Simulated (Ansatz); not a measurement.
# C₂H₅OS radical: up Jacob's ladder to CCSD(T)

How much do the methods differ for C₂H₅OS radical? The plan is to run it at one geometry with functionals of several rungs and with coupled cluster. The yardstick is the atomisation energy at the CCSD(T) limit.

Computed with Ansatz 0.2.0, Gaussian basis. Level: functionals in def2-TZVPP, the program's frozen cores in correlated methods.

Levels to be run: LDA (SPW92), PBE-D4, revPBE-D4, BLYP-D4, r2SCAN-D4, B97M-V, PBE0-D4, B3LYP-D4, r2SCANh-D4, r2SCAN0-D4, HSE06-D4, BHLYP-D4, CAM-B3LYP-D4, LC-ωPBE, ωB97X-V, ωB97M-V, B2PLYP, PBE-QIDH; CCSD(T)/def2-SVP; CCSD(T)/def2-TZVPP; MP2/def2-QZVPP; extrapolation to the limit; RPA on PBE.

### Step 1. The geometry

All runs share one geometry, relaxed beforehand with PBE0-D4 in a triple-zeta def2 set.

SMILES `[CH2]S(C)=O`, 9 atoms, charge 0, spin multiplicity 2.

Atoms are counted from 1 here; the program's logs count them from 0.

Bond lengths: C1–S2 1.711 Å, C1–H5 1.083 Å, C1–H6 1.084 Å, S2–C3 1.804 Å, S2–O4 1.474 Å, C3–H7 1.091 Å, C3–H8 1.090 Å, C3–H9 1.090 Å. Angles: S2–C1–H5 116.1°, S2–C1–H6 117.8°, H5–C1–H6 120.1°, C1–S2–C3 99.4°, C1–S2–O4 111.4°, C3–S2–O4 108.4°, S2–C3–H7 109.3°, S2–C3–H8 108.5°, S2–C3–H9 106.4°, H7–C3–H8 111.4°, H7–C3–H9 110.2°, H8–C3–H9 110.8°.

### Step 2. LDA

This LDA is Slater exchange with PW92 correlation.

in.yaml reads:

```yaml
crystal:
  periodic: [false, false, false]
  atoms:
    - {symbol: C, position_ang: [-0.435558, 1.273009, -0.614029]}
    - {symbol: S, position_ang: [-0.529961, -0.435257, -0.630745]}
    - {symbol: C, position_ang: [0.396323, -0.797650, 0.874559]}
    - {symbol: O, position_ang: [0.203264, -1.003002, -1.776673]}
    - {symbol: H, position_ang: [-0.407978, 1.758782, -1.581343]}
    - {symbol: H, position_ang: [-0.841640, 1.793977, 0.245366]}
    - {symbol: H, position_ang: [-0.072653, -0.290070, 1.718189]}
    - {symbol: H, position_ang: [1.425597, -0.468390, 0.735575]}
    - {symbol: H, position_ang: [0.351107, -1.877701, 1.012201]}
basis:
  gaussian: {orbitals: def2-TZVPP}
magnetization: {spin_polarized: true, initial_magnetization: 1}
hamiltonian: {xc: lda}
output: {orbitals: {seedname: orbitals}}
```

The run is started by

```sh
$ ansatz run in.yaml --threads 4 --pin off --events-out ev --progress --plain --max-ram 10444MiB
```

Further steps of the session: PBE-D4 (GGA); revPBE-D4 (GGA); BLYP-D4 (GGA); r2SCAN-D4 (meta-GGA); B97M-V (meta-GGA); PBE0-D4 (hybrid); B3LYP-D4 (hybrid); r2SCANh-D4 (hybrid); r2SCAN0-D4 (hybrid); HSE06-D4 (hybrid); BHLYP-D4 (hybrid); CAM-B3LYP-D4 (range-separated); LC-ωPBE (range-separated); ωB97X-V (range-separated); ωB97M-V (range-separated); B2PLYP (double hybrid); PBE-QIDH (double hybrid); CCSD(T) in def2-SVP; CCSD(T) in def2-TZVPP; MP2 in def2-QZVPP; RPA on PBE orbitals.

Before running them: what should the planned runs give, taken together? Wanted: atomisation energy, CCSD(T)/CBS; farthest beyond LDA; mean size of error, GGA; mean size of error, meta-GGA; mean size of error, hybrid; mean size of error, range-separated; mean size of error, double hybrid; gap, smallest and largest; T1 diagnostic.

The runs gave:

| quantity | value |
| --- | --- |
| atomisation energy, CCSD(T)/CBS | 32.369 eV |
| functionals within 0.162 eV (0.5 %) | B3LYP-D4, CAM-B3LYP-D4, LC-ωPBE, ωB97X-V, ωB97M-V |
| farthest beyond LDA | BHLYP-D4 (-1.236 eV) |
| mean size of error, GGA | 0.600 eV |
| mean size of error, meta-GGA | 0.373 eV |
| mean size of error, hybrid | 0.395 eV |
| mean size of error, range-separated | 0.094 eV |
| mean size of error, double hybrid | 0.286 eV |
| gap, smallest and largest | 0.92 eV (LDA (SPW92)), 8.74 eV (LC-ωPBE) |
| T1 diagnostic | 0.0224 |
| triples share of the correlation energy | 4.2 % |

In words: LDA overbinds by 5.715 eV (18 %). PBE-D4 is off by +1.216 eV. Double hybrids carry the basis error of their MP2 part in triple zeta, and no dispersion term here, so their miss is partly the set-up's. By mean error the best rung here is range-separated (0.094 eV) and the worst beyond LDA is GGA (0.600 eV). The reference freezes the cores and leaves out relativity and excitations past (T), so misses under about 0.162 eV can't be ranked. Hartree-Fock recovers 69 % of the binding; the rest is correlation. CCSD(T) in def2-SVP is off by -3.012 eV, more than most functionals: a good method in a small basis is no reference. The gap grows from 0.9 to 8.7 eV across the functionals, mostly with the share of exact exchange.
